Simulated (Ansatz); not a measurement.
Start from `COC=N` and change one atom or group to get `N=CO`.

Ansatz, PBE0-D4/def2-TZVP geometries, multiplicity 1. Each molecule was computed in one conformer, which needn't be the lowest.

| property | `COC=N` |
| --- | --- |
| HOMO energy (PBE/def2-TZVPP) / eV | -6.47 |
| LUMO energy (B3LYP/def2-TZVPP) / eV | 0.32 |
| size of the dipole moment (PBE/def2-TZVPP) / D | 0.68 |
| LUMO energy (PBE/def2-TZVPP) / eV | -0.50 |
| HOMO energy (PBE0/def2-TZVPP) / eV | -7.87 |
| zero-point energy (PBE0-D4/def2-TZVP) / kJ/mol | 196.2 |

Problem. What does the change do to each property? (Estimate.)

Solution. Computed: 
```json
{"property": "HOMO energy (PBE/def2-TZVPP) / eV", "`N=CO`": "-6.69", "shift": "-0.22"}
{"property": "LUMO energy (B3LYP/def2-TZVPP) / eV", "`N=CO`": "0.14", "shift": "-0.18"}
{"property": "size of the dipole moment (PBE/def2-TZVPP) / D", "`N=CO`": "0.90", "shift": "0.22"}
{"property": "LUMO energy (PBE/def2-TZVPP) / eV", "`N=CO`": "-0.68", "shift": "-0.18"}
{"property": "HOMO energy (PBE0/def2-TZVPP) / eV", "`N=CO`": "-8.20", "shift": "-0.33"}
{"property": "zero-point energy (PBE0-D4/def2-TZVP) / kJ/mol", "`N=CO`": "121.9", "shift": "-74.3"}
```

With PBE0 the HOMO falls by 0.33 eV and the LUMO falls by 0.17 eV, so the gap widens by about 0.16 eV. PBE moves the HOMO by -0.22 eV and ωB97M-V by -0.34 eV. The zero-point energy changes by -74.3 kJ/mol with -9 modes. Dipoles are sizes alone; their direction can turn.

B3LYP here is the variant with VWN-RPA as its local correlation; programs differ in this.
